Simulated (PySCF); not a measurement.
Simulated outer-valence photoelectron spectrum of `C(C)(C)F`. The calculation used EOM-IP-CCSD/aug-cc-pVDZ in PySCF, restricted Hartree–Fock reference, 4 core orbitals frozen, non-relativistic, gas phase, PBE0-D3(BJ)/def2-SVP geometry.

Each root has a Gaussian of 0.8 eV full width with its one-hole share as area; cross sections and vibrations are left out, and the highest printed point is 100.

```tsv
ionisation energy (eV)	intensity
10.8	0
11.0	2
11.2	8
11.4	24
11.6	49
11.8	70
12.0	72
12.2	51
12.4	26
12.6	11
12.8	8
13.0	16
13.2	32
13.4	52
13.6	73
13.8	91
14.0	100
14.2	95
14.4	76
14.6	50
14.8	26
15.0	11
15.2	5
15.4	10
15.6	25
15.8	48
16.0	68
16.2	69
16.4	51
16.6	27
16.8	10
17.0	3
17.2	1
```

Task: Where are the maxima, and how many lines lie under the curve?

Result: 3 maxima, at 11.9, 14.0 and 16.1 eV, from 8 lines. At this width some lines have no maximum of their own.

Task: List the lines with their holes.

Result: 
| E (eV) | leading hole (HF orbital) | area | Koopmans (eV) |
| --- | --- | --- | --- |
| 11.89 | HOMO | 0.96 | 13.01 |
| 11.92 | HOMO-1 | 0.96 | 13.23 |
| 13.47 | HOMO-2 | 0.96 | 14.58 |
| 13.93 | HOMO-4 | 0.96 | 14.98 |
| 14.08 | HOMO-3 | 0.96 | 14.97 |
| 14.44 | HOMO-5 | 0.95 | 15.96 |
| 16.03 | HOMO-7 | 0.95 | 18.27 |
| 16.19 | HOMO-6 | 0.95 | 17.81 |

The widest gap, 1.59 eV, lies between 14.44 and 16.03 eV. Only orbitals with −ε under 21 eV, eight at most, were ionised, so the high end of the curve may lack lines.

Time: 6.4 min of wall time. Hardware: an Arm Neoverse V1 with one thread (shared host).
